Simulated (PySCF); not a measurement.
Isomers of C4H5N.

All values: CAM-B3LYP/def2-SVPD (PySCF) at PBE0-D3(BJ)/def2-SVP geometries, gas phase, one conformer each. Core orbitals are frozen in the response; Δα² is half the sum of the squared differences of the principal polarisabilities.

Question: Rank by vertical ionisation energy (ΔSCF), highest first.
A. `[C-:1]#[N+:2][CH2:3][CH:4]=[CH2:5]` with N2–C3–C4–C5 127°
B. cyclopropylisocyanide, `C1CC1[N+]#[C-]`
C. `[H]/N=C\C#CC`
D. `C#C[C@@H]1CN1`

Answer: B (10.78 eV), A (10.61 eV), C (9.94 eV), D (9.44 eV).

Question: Rank by polarisability anisotropy Δα, lowest first.
A. `[H]/N=C\C#CC`
B. `C#C[C@@H]1CN1`
C. `[C-]#[N+]C1CC1`

Answer: C (3.13 Å³), B (4.26 Å³), A (7.15 Å³).

Question: Rank by mean static polarisability, lowest first.
A. `[H]/N=C\C#CC`
B. `[C-]#[N+]C1CC1`
C. `C#C[C@@H]1CN1`

Answer: B (7.49 Å³), C (7.84 Å³), A (8.63 Å³).

All values together:

```json
{"SMILES": "[H]/N=C\\C#CC", "μ (D)": "3.51", "HOMO (eV)": "-9.02", "LUMO (eV)": "-0.15", "α (Å³)": "8.63", "Δα (Å³)": "7.15", "ΔSCF removal energy (eV)": "9.94"}
{"SMILES": "C#C[C@@H]1CN1", "μ (D)": "1.37", "HOMO (eV)": "-8.51", "LUMO (eV)": "1.34", "α (Å³)": "7.84", "Δα (Å³)": "4.26", "ΔSCF removal energy (eV)": "9.44"}
{"SMILES": "[C-]#[N+]C1CC1", "μ (D)": "4.02", "HOMO (eV)": "-9.84", "LUMO (eV)": "1.16", "α (Å³)": "7.49", "Δα (Å³)": "3.13", "ΔSCF removal energy (eV)": "10.78"}
{"SMILES": "[C-]#[N+]CC=C", "μ (D)": "3.89", "HOMO (eV)": "-9.63", "LUMO (eV)": "0.67", "α (Å³)": "7.95", "Δα (Å³)": "4.18", "ΔSCF removal energy (eV)": "10.61"}
```

Conformers: `[C-:1]#[N+:2][CH2:3][CH:4]=[CH2:5]` with N2–C3–C4–C5 127°.
